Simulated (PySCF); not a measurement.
**Sulfur: highly charged ions in a basis for the neutral atom**

S¹³⁺ [He] 2s1, S¹⁴⁺ 1s2. All numbers are calculated (PySCF 2.14, scalar relativity by spin-free X2C-1e, in x2c-SVPall). No spin-orbit coupling, so a gap to NIST mixes the basis error with missing relativistic terms.

Changed run: basis of the neutral atom used for a highly charged ion. This setting is unsound on purpose.

```csv
species,method,sound run (hartree),changed run (hartree),converged
S¹³⁺,UHF,not run,-272.36736,yes
S¹³⁺,LDA,not run,-271.17233,yes
S¹³⁺,MN15,not run,-272.48367,yes
S¹⁴⁺,UHF,not run,-246.80496,yes
S¹⁴⁺,LDA,not run,-245.64971,yes
S¹⁴⁺,MN15,not run,-246.90192,yes
```

Ionisation energy of S¹³⁺:

| method | changed run (eV) | NIST (eV) |
| --- | --- | --- |
| UHF | 695.59 | 706.99 |
| LDA | 694.51 | 706.99 |
| MN15 | 696.11 | 706.99 |

The contracted functions were made for the neutral atom and can be too rigid for a highly charged ion.
